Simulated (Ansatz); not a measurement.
1T (CdI2-type) ZrSe₂ was calculated with rVV10 (plane waves, PAW; Ansatz, a first-principles code).

Settings: plane-wave cutoff 500 eV, 12×12×8 k mesh (along the axes of the cell as run), Fermi–Dirac smearing 0.05 eV, scalar-relativistic PAW data made under PBE.

Computed at the level's own relaxed cell.

Q: Give the computed volume per atom, lattice parameter a, lattice parameter c and band gap.

A: 
volume per atom: 26.01 Å³/atom
lattice parameter a: 3.820 Å
lattice parameter c: 6.174 Å
band gap: 0.22 eV (on the SCF k mesh)

Measured, for comparison: band gap 1.18 eV (temperature not stated, no zero-point or thermal correction, fundamental, indirect, our sources range from 0.90 to 1.20; as tabulated in Rybak et al. (2022), arXiv:2210.12074); lattice constant a 3.77 Å (temperature not stated, no zero-point or thermal correction; as tabulated in Björkman (2014), arXiv:1406.2436); lattice parameter c 6.122 Å (temperature not stated, zero-point anharmonic expansion removed (computed with revB86b-DF2); no thermal correction; as tabulated in Björkman (2014), arXiv:1406.2436). Computed (rounded) less measured: lattice constant a +1.3 %, lattice parameter c +0.8 %.

Spin–orbit coupling is not included.

Computed values are for the static lattice.
